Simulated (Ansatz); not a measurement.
Take TiS$_{2}$ in the CdI2 type structure (space group P-3m1, No. 164; a = 3.360 Å, c = 5.523 Å; layered, stacked along the Cartesian z axis) as the base.

The values are results of Kohn–Sham DFT with the PBE-D3(BJ) functional, run in Ansatz (a program for electronic structure) with PAW and 420 eV plane waves, no spin-orbit coupling, earlier PAW set, not measurements.

One thing is altered: full substitution Ti → Hf; the structure is relaxed again.

Measured lattice parameter a: TiS2 3.4073 Å (temperature not stated; as listed in R.R. Chianelli, J.C. Scanlon, A.H. Thompson, Materials Research Bulletin (1975)); HfS2 3.635 Å (temperature not stated; as listed in Torbjörn Björkman, The Journal of Chemical Physics (2014)).

### Question
How well does PBE-D3(BJ) reproduce the measured shift?

### Answer
With PBE-D3(BJ) the lattice parameter a moves by +0.245 Å (3.360 → 3.606) against +0.228 Å measured.

Stability against distortions was not tested. All final runs are without spin polarisation.
